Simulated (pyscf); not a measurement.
Optimised with ωB97X-D3(BJ)/def2-SVP in PySCF.

Problem. Estimate by transition-state theory the rate constant of F–Si(F)(F)–O–Si(F)(F)–F + •H₂C–F → F–Si•(F)–O–Si(F)(F)–F + F–CH₂–F (doublet surface; F–Si broken, C–F formed) at 1200 K, with ωB97M-D3(BJ)/def2-TZVP energies (ideal gas, 1 atm, RRHO with modes under 100 cm⁻¹ raised to 100, one conformer, R ln 2 for chiral ones without a mode under 150 cm⁻¹; no tunnelling).

Solution. The electronic barrier is 63.6 kcal/mol and the thermal terms add +47.4, so ΔG‡ = 111.0 kcal/mol. With k_BT/h = 2.50e+13 s⁻¹ and RT = 2.385 kcal/mol, and a volume of 1.64e-19 cm³ per molecule at 1 atm, k = 2.5e-26 cm³ molecule⁻¹ s⁻¹. Wigner's tunnelling factor for 957i cm⁻¹ would be 1.05. A shift of 1 kcal/mol in the barrier changes k by a factor 1.5. On the reactant side the descent ends in a complex (not fully relaxed), 4.1 kcal/mol under the separated species and 69.2 kcal/mol under the saddle at ωB97X-D3(BJ)/def2-TZVP. One saddle was located; it need not be the lowest between these sides. The angle at the transferred F is 134°.
